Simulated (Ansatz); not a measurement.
A made-up structure of SiHCl₂ (charge +1), closed shell:

```xyz
4
angstrom
Cl -1.7706 -0.7265 -1.8921
Si 0.0934 0.0297 0.0579
Cl 0.1453 -0.0257 -1.8868
H 1.2976 0.4101 0.8041
```

It is relaxed with PBE-D4/def2-SVP and then PBE0-D4/def2-TZVP (Ansatz 0.2.0). Atoms count as bonded within 1.22 times the sum of their covalent radii (H–H: 0.88 Å). The end point is not checked to be a true minimum.

Question: Does its bonding change? (Judge from chemistry; the calculation decides.)

Answer: Computed: No: no bond forms or breaks.

Where it ends: The first stage lowers the energy by 1.72 eV in 9 steps. It ends as SiHCl₂ ([SiH][Cl][Cl]), total charge +1:
```
atom    x (Å)    y (Å)    z (Å)
 Cl1  -1.7082  -0.7008  -2.2824
 Si2   0.0009   0.0142   0.6470
 Cl3   0.0544  -0.0856  -1.5689
  H4   1.4186   0.4597   0.2874
```

Labels in which every atom is bracketed show which atoms are joined, not bond orders.

For scale, one of the runs: PBE0-D4/def2-TZVP relaxation, 117 basis functions, launched by `ansatz run in.yaml --threads 2 --pin off --events-out ev --progress --plain --max-ram 4352MiB`. Hardware: 2 CPU threads of an Arm Neoverse V1, shared host. Wall time about 15 s.
